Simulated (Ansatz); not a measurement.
## Nudged elastic band run: CH₄BS

The input (input.yaml):

```yaml
crystal:
  periodic: [false, false, false]
  atoms:
    - { symbol: B, position_ang: [-0.983357, 0.307764, -0.649947] }
    - { symbol: C, position_ang: [0.131871, 0.132602, 0.342881] }
    - { symbol: S, position_ang: [1.342744, -1.018151, 0.00778] }
    - { symbol: H, position_ang: [-1.864742, 1.123864, -0.43759] }
    - { symbol: H, position_ang: [-0.99902, -0.371859, -1.667321] }
    - { symbol: H, position_ang: [0.234786, 0.696549, 1.288091] }
    - { symbol: H, position_ang: [2.137719, -0.870749, 1.116118] }
magnetization:
  spin_polarized: true
  initial_magnetization: 1
basis:
  gaussian: { orbitals: def2-SVP }
hamiltonian:
  xc: lda
neb:
  order_check: false
  images: 9
  f_tol: 0.05
  max_iterations: 60
  initial_path: idpp
  final_atoms:
    - { symbol: B, position_ang: [-0.79232683, 0.23711329, -0.5396948] }
    - { symbol: C, position_ang: [0.14300556, 0.32126437, 0.63318727] }
    - { symbol: S, position_ang: [1.54525392, -0.62507026, 0.81308886] }
    - { symbol: H, position_ang: [-1.78136937, 0.94690436, -0.60462003] }
    - { symbol: H, position_ang: [-0.53713005, -0.56481733, -1.43316748] }
    - { symbol: H, position_ang: [0.01198047, 1.00614689, 1.49375409] }
    - { symbol: H, position_ang: [1.4105873, -1.32152131, -0.36253592] }
```

Launched with:

```bash
$ ansatz run input.yaml --threads 1 --pin off --max-ram 2048MiB --backend cpu --events-out ev --progress --plain --runs-dir out
```

Output, in part (warnings, iteration lines, the closing report on the highest movable image, with atoms numbered from 0):

```
NEB end point (image 0): max|allowed force component| = 3.379e-3 eV/Å (the criterion of neb.relax_end_points is 1.000e-2)
NEB end point (image 10): max|allowed force component| = 2.825e-3 eV/Å (the criterion of neb.relax_end_points is 1.000e-2)
NEB iter   1: max|band force component| = 1.246e0 eV/Å  barrier→ = 0.9398 eV  barrier← = 1.0186 eV  Δτ_max = 0.1934 Å  (389 SCF iters)
NEB iter   2: max|band force component| = 6.594e-1 eV/Å  barrier→ = 0.9346 eV  barrier← = 1.0134 eV  Δτ_max = 0.0953 Å  (287 SCF iters)
NEB iter   3: max|band force component| = 3.989e-1 eV/Å  barrier→ = 0.8480 eV  barrier← = 0.9268 eV  CI = image 5  Δτ_max = 0.0844 Å  (269 SCF iters)
NEB iter   4: max|band force component| = 3.220e-1 eV/Å  barrier→ = 0.9023 eV  barrier← = 0.9811 eV  CI = image 5  Δτ_max = 0.0332 Å  (278 SCF iters)
NEB iter   5: max|band force component| = 2.032e-1 eV/Å  barrier→ = 0.8965 eV  barrier← = 0.9753 eV  CI = image 5  Δτ_max = 0.0166 Å  (273 SCF iters)
NEB iter   6: max|band force component| = 1.760e-1 eV/Å  barrier→ = 0.8980 eV  barrier← = 0.9768 eV  CI = image 5  Δτ_max = 0.0162 Å  (243 SCF iters)
NEB iter   7: max|band force component| = 1.399e-1 eV/Å  barrier→ = 0.8968 eV  barrier← = 0.9756 eV  CI = image 5  Δτ_max = 0.0061 Å  (229 SCF iters)
NEB iter   8: max|band force component| = 9.498e-2 eV/Å  barrier→ = 0.8962 eV  barrier← = 0.9750 eV  CI = image 5  Δτ_max = 0.0166 Å  (219 SCF iters)
NEB iter   9: max|band force component| = 4.259e-2 eV/Å  barrier→ = 0.8955 eV  barrier← = 0.9743 eV  CI = image 5  Δτ_max = 0.0332 Å  (254 SCF iters)
NEB iter  10: max|band force component| = 1.043e-1 eV/Å  barrier→ = 0.8939 eV  barrier← = 0.9727 eV  CI = image 5  Δτ_max = 0.0166 Å  (33 SCF iters)
NEB iter  11: max|band force component| = 1.097e-1 eV/Å  barrier→ = 0.8930 eV  barrier← = 0.9718 eV  CI = image 5  Δτ_max = 0.0332 Å  (264 SCF iters)
NEB iter  12: max|band force component| = 9.829e-2 eV/Å  barrier→ = 0.8910 eV  barrier← = 0.9698 eV  CI = image 5  Δτ_max = 0.0332 Å  (269 SCF iters)
NEB iter  13: max|band force component| = 1.137e-1 eV/Å  barrier→ = 0.8890 eV  barrier← = 0.9678 eV  CI = image 5  Δτ_max = 0.0332 Å  (270 SCF iters)
NEB iter  14: max|band force component| = 1.031e-1 eV/Å  barrier→ = 0.8867 eV  barrier← = 0.9655 eV  CI = image 5  Δτ_max = 0.0332 Å  (270 SCF iters)
NEB iter  15: max|band force component| = 1.239e-1 eV/Å  barrier→ = 0.8848 eV  barrier← = 0.9636 eV  CI = image 5  Δτ_max = 0.0332 Å  (268 SCF iters)
NEB iter  16: max|band force component| = 1.182e-1 eV/Å  barrier→ = 0.8833 eV  barrier← = 0.9621 eV  CI = image 5  Δτ_max = 0.0602 Å  (268 SCF iters)
NEB iter  17: max|band force component| = 8.542e-2 eV/Å  barrier→ = 0.8822 eV  barrier← = 0.9610 eV  CI = image 5  Δτ_max = 0.0150 Å  (264 SCF iters)
NEB iter  18: max|band force component| = 4.037e-2 eV/Å  barrier→ = 0.8819 eV  barrier← = 0.9607 eV  CI = image 5  Δτ_max = 0.0056 Å  (233 SCF iters)
NEB iter  19: max|band force component| = 4.256e-2 eV/Å  barrier→ = 0.8819 eV  barrier← = 0.9606 eV  CI = image 5  Δτ_max = 0.0000 Å  (348 SCF iters)
Total energy: -12550.65893232 eV, -461.2282086205 hartree
Atom 0 at    -1.058578     0.062019    -0.371799 Å, force     0.015631    -0.006291    -0.005934 eV/Å
Atom 1 at     0.257494     0.419987     0.275369 Å, force    -0.014536     0.010621     0.012607 eV/Å
Atom 2 at     1.780141    -0.248181    -0.312683 Å, force     0.001516     0.000577    -0.002124 eV/Å
Atom 3 at    -1.968768     0.880185    -0.411462 Å, force    -0.005582     0.002620    -0.000245 eV/Å
Atom 4 at    -1.228243    -1.044666    -0.863623 Å, force    -0.003304    -0.001285     0.001145 eV/Å
Atom 5 at     0.351125     1.188524     1.072596 Å, force     0.006523    -0.003894    -0.004658 eV/Å
Atom 6 at     1.866829    -1.257849     0.611615 Å, force    -0.000248    -0.002347    -0.000792 eV/Å
Dipole moment:     0.112720    -0.049361     0.285573 e Å
```

The forces met the threshold. The band force fell under the threshold earlier too, but the program's further tests of the path sent the band on. A vibrational analysis at the climbing image gives one clearly imaginary mode, 1198i cm⁻¹: a first-order saddle point.

Final band (atoms are numbered from 1 in the order of the input):

```json
{"image": "0", "path coordinate (Å)": "0.00", "energy (eV)": "0.00", "dihedral B1–C2–S3–H7 (°)": "-180"}
{"image": "1", "path coordinate (Å)": "0.30", "energy (eV)": "0.05", "dihedral B1–C2–S3–H7 (°)": "-164"}
{"image": "2", "path coordinate (Å)": "0.60", "energy (eV)": "0.18", "dihedral B1–C2–S3–H7 (°)": "-147"}
{"image": "3", "path coordinate (Å)": "0.91", "energy (eV)": "0.40", "dihedral B1–C2–S3–H7 (°)": "-130"}
{"image": "4", "path coordinate (Å)": "1.21", "energy (eV)": "0.67", "dihedral B1–C2–S3–H7 (°)": "-113"}
{"image": "5", "path coordinate (Å)": "1.51", "energy (eV)": "0.88", "dihedral B1–C2–S3–H7 (°)": "-98"}
{"image": "6", "path coordinate (Å)": "1.82", "energy (eV)": "0.67", "dihedral B1–C2–S3–H7 (°)": "-79"}
{"image": "7", "path coordinate (Å)": "2.13", "energy (eV)": "0.37", "dihedral B1–C2–S3–H7 (°)": "-58"}
{"image": "8", "path coordinate (Å)": "2.44", "energy (eV)": "0.11", "dihedral B1–C2–S3–H7 (°)": "-34"}
{"image": "9", "path coordinate (Å)": "2.75", "energy (eV)": "-0.04", "dihedral B1–C2–S3–H7 (°)": "-12"}
{"image": "10", "path coordinate (Å)": "3.06", "energy (eV)": "-0.08", "dihedral B1–C2–S3–H7 (°)": "0"}
```

The run took 5 min on 1 thread of Arm Neoverse N1 (shared host), peak memory 0.13 GiB.
